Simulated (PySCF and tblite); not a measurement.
Values are calculated unless marked as measured or tabulated.
C4H8O, numbered as in [CH3:1][CH2:2][C:3]([CH3:4])=[O:5]. The same 2 conformers on PBE0-D3(BJ)/def2-SVP geometries, with only the functional of the single-point energies changed (basis set def2-TZVP, solvent none (gas phase), D3(BJ) where defined; PySCF).

Torsions listed: C1–C2–C3–O5. Of a mirror pair one member is shown.

```tsv
conformer	shape	symmetry	dipole D
1	0°	Cs	2.85
2	-91°	C1 (pair)	2.95
```

Energies (kcal/mol) above conformer 1 and its weight at 298.15 K (thermal terms from GFN2-xTB):

| functional | E(2) − E(1) | weight of 1 (%) |
| --- | --- | --- |
| PBE0 | 1.32 | 90 |
| BHandHLYP | 1.26 | 89 |
| r2SCAN | 1.50 | 92 |
| wB97X-D | 1.26 | 89 |
| BLYP | 0.96 | 83 |
| TPSS | ? | ? |
| CAM-B3LYP | 1.31 | 90 |

**Question.** What does TPSS give?

**Answer.** E(2) − E(1) = 1.06 kcal/mol, weight of conformer 1 85 %.

**Question.** How much does the choice of functional matter?

**Answer.** The widest range is that of E(2) − E(1), which runs from 0.96 (BLYP) to 1.50 kcal/mol (r2SCAN), a spread of 0.54, against RT = 0.59.
